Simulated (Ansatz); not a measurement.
**Property card for NiO2**

Computed with DFT PBEsol, scalar-relativistic, plane waves, PAW (Ansatz 0.2.0).

Plane waves to 420 eV, a k mesh through Γ of 12×12×6 on the computed 3-atom cell and Gaussian smearing (0.02 eV); no spin polarisation.

The structure is relaxed at this level of theory with its symmetry kept. Whether it is the stable form of this composition wasn't checked.

Space group P-3m1 (No. 164). a = 2.785 Å, b = 2.785 Å, c = 4.879 Å, α = 90.00°, β = 90.00°, γ = 120.00°
```csv
atom,site,symmetry,x,y,z
Ni,1b,-3m.,0.0000,0.0000,0.5000
O,2d,3m.,0.6667,0.3333,0.6912
```

| Item | Value |
| --- | --- |
| Space group | P-3m1 (No. 164) |
| Volume per atom | 10.92 Å³ |
| Formation energy from the elements' standard states (uncorrected) | -0.767 eV/atom |
| Kohn–Sham band gap | 1.00 eV, indirect from (-0.125, 0.120, 0.484) to (0.000, 0.273, -0.307) |
| Löwdin character of the top 1 eV of the valence band | O 2p 50 %, Ni 3d 49 % |
| Löwdin character of the lowest 1 eV of the conduction band | O 2p 54 %, Ni 3d 43 % |
| Electron masses at the edge by Cartesian direction of the standard setting (m_e; degenerate bands sorted by energy; no spin-orbit coupling) | x: 1.5; y: 0.58; z: 1.8 |
| Hole masses at the edge by Cartesian direction of the standard setting (m_e; degenerate bands sorted by energy; no spin-orbit coupling) | x: 2.1; y: 7.6; z: 4.7 |
| Bader charges (e) | Ni (1 in the cell) 1.42, O (2 in the cell) -0.71 |

Each cell of NiO2 holds layers, and where no dispersion correction was added their binding is poorly described.

A ferromagnetic start lost its moments in a first run, so spin was left out; other magnetic orders weren't tried.